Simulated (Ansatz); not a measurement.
# AlH3 (SMILES [H][Al]([H])[H]): the vertical energy of the triplet above the singlet from total energies

AlH3 has 4 atoms, charge 0, and is taken as a singlet. As SMILES, `[H][Al]([H])[H]`. Geometry: a GFN2-xTB relaxation, a rough one for these elements and not checked as a minimum.

```xyz
4

Al    0.0000    0.0000    0.0000
H     1.5527   -0.0305    0.0146
H    -0.7498    1.3598   -0.0191
H    -0.8028   -1.3293    0.0045
```

Both states at this one shape; open shells run unrestricted unless said. 1 Eh = 27.2114 eV.

| level | program | singlet AlH3 (Eh) | triplet AlH3 (Eh) |
| --- | --- | --- | --- |
| BLYP/3-21G | Ansatz | -242.821159 | -242.646082 |
| PBE/3-21G | Ansatz | -242.677626 | -242.508271 |
| r2SCAN/3-21G | Ansatz | -242.782988 | -242.610070 |
| r2SCAN0/6-31G* (spherical functions) | Ansatz | -244.137328 | -243.954562 |

Work out the vertical gap, second state less first, at each level.


1. BLYP/3-21G: -242.646082 − (-242.821159) = 0.175077 Eh = 4.76 eV.
2. PBE/3-21G: -242.508271 − (-242.677626) = 0.169355 Eh = 4.61 eV.
3. r2SCAN/3-21G: -242.610070 − (-242.782988) = 0.172918 Eh = 4.71 eV.
4. r2SCAN0/6-31G* (spherical functions): -243.954562 − (-244.137328) = 0.182766 Eh = 4.97 eV.

No measured value is set beside it here; the levels span 4.61 to 4.97 eV.
